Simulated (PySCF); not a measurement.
Compound: cyclopropanecarboxylic acid, C4H6O2.
SMILES: `O=C(O)C1CC1`

The calculation used PySCF, TDDFT CAM-B3LYP/def2-SVPD, vertical, gas phase, core orbitals frozen in the response. One conformer (not necessarily the lowest) at the GFN2-xTB geometry, without solvent, vibrations or thermal averaging. Torsions of this conformer, `[O:1]=[C:2]([OH:3])[CH:4]1[CH2:5][CH2:6]1`: O1–C2–C4–C5 33°, H–O3–C2–O1 0°.

```json
{"state": "S1", "E (eV)": "6.00", "λ (nm)": "206.6", "f": "0.0000", "main configurations (H = HOMO, L = LUMO)": "H→L+1 (94%)"}
{"state": "S2", "E (eV)": "7.64", "λ (nm)": "162.3", "f": "0.108", "main configurations (H = HOMO, L = LUMO)": "H→L (79%), H-1→L+1 (11%)"}
{"state": "S3", "E (eV)": "8.00", "λ (nm)": "155.0", "f": "0.145", "main configurations (H = HOMO, L = LUMO)": "H-1→L+1 (80%), H→L (10%)"}
{"state": "S4", "E (eV)": "8.27", "λ (nm)": "149.9", "f": "0.010", "main configurations (H = HOMO, L = LUMO)": "H-2→L+1 (97%)"}
{"state": "S5", "E (eV)": "8.39", "λ (nm)": "147.8", "f": "0.0011", "main configurations (H = HOMO, L = LUMO)": "H-3→L (50%), H-1→L (42%)"}
{"state": "S6", "E (eV)": "8.65", "λ (nm)": "143.4", "f": "0.181", "main configurations (H = HOMO, L = LUMO)": "H-3→L+1 (64%), H→L+2 (17%)"}
{"state": "S7", "E (eV)": "8.66", "λ (nm)": "143.2", "f": "0.0046", "main configurations (H = HOMO, L = LUMO)": "H-1→L+2 (63%), H-3→L (14%), H-1→L (11%)"}
{"state": "S8", "E (eV)": "8.88", "λ (nm)": "139.7", "f": "0.036", "main configurations (H = HOMO, L = LUMO)": "H-2→L+2 (58%), H-2→L (13%), H-3→L+1 (10%)"}
```

Triplets, Tamm–Dancoff:

```tsv
state	E (eV)	λ (nm)	main configurations (H = HOMO, L = LUMO)
T1	5.55	223.6	H→L+1 (94%)
T2	6.16	201.3	H-1→L+1 (54%), H-3→L+1 (36%)
T3	7.32	169.4	H-3→L+1 (54%), H-1→L+1 (40%)
```

The lowest singlet lies at 6.00 eV (207 nm, ultraviolet) and is dark (f under 0.0005); its leading configuration is HOMO→LUMO+1 (94%). The most intense listed level is S6 at 8.65 eV (143 nm, f = 0.181), 2.64 eV above S1. Löwdin shares by element: HOMO oxygen 78%, carbon 17% or more; LUMO oxygen 49%, hydrogen 19% or more, carbon 17% or more (atoms not listed hold the other 15%). The listed states span 2.87 eV, and the widest gap between neighbours is 1.64 eV (S1 to S2). Weighted by f, the mean energy of these states is 8.24 eV. The oscillator strengths of these states sum to 0.486; summed over the whole spectrum of an exact calculation they would give the number of electrons, 46 (Thomas–Reiche–Kuhn). The window holds the lowest 8 singlets.

Time: 23 s wall. Hardware: one thread, Arm Neoverse V1, on a shared host.
